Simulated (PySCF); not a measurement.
Species: C3H5OP.
Cartesian coordinates in Å at the GFN2-xTB level; atoms count from 1:
```xyz
10
C3H5OP angstrom
C      1.5080    0.2080   -0.1725
P     -0.0439   -0.2487    0.6660
O      0.0851   -0.7367    2.0425
C     -1.3698   -0.6805   -0.4663
C     -1.4899    0.5758   -0.0084
H      1.9898    0.9817    0.4230
H      1.3124    0.5598   -1.1783
H      2.1495   -0.6715   -0.1854
H     -1.9352   -1.3615   -1.0701
H     -2.1971    1.3782   -0.0730
```

Computed, not measured: delta-SCF UKS SCAN, pcX-2 on the ionised atom, pcseg-1 elsewhere, spin-free X2C in PySCF 2.14.0. These are vertical core ionisation energies against the vacuum level, from separate self-consistent calculations with and without the core hole.

Some binding energies are withheld.

```
atom(s)                 bonded to    level  binding energy (eV)
     C1                 3 H and P     C 1s                    ?
  C4/C5  C (double bond), H and P     C 1s               291.00
     O3           P (double bond)     O 1s               536.34
     P2   O (double bond) and 3 C     P 1s                    ?
     P2   O (double bond) and 3 C  P 2p3/2               138.20
```

Task: What is the C 1s binding energy of C1?

Result: 291.21 eV (sp3 carbon bound to phosphorus). The other listed C 1s value is that of C4/C5; the shift against it is +0.21 eV.

Task: Fill in P 1s for P2.

Result: 2152.20 eV (phosphoryl phosphorus).

The 2 C 1s values lie within 0.21 eV of each other; Gaussian lines of 0.5 eV full width would blend them into one maximum.

Task: Which photon wavelength matches the P 1s of P2 threshold?

Result: λ = hc/E = 12398.42 eV Å / 2152.20 eV = 5.761 Å.

Atoms equivalent by their bonding share one computed value, that of the first of them. Spin–orbit and ligand-field terms were added within each 2p shell after the spin-free SCF. 2p1/2 minus 2p3/2 (ligand field included): P 0.89 eV. Geometry: GFN2-xTB; no solvent, vibrations or thermal averaging.
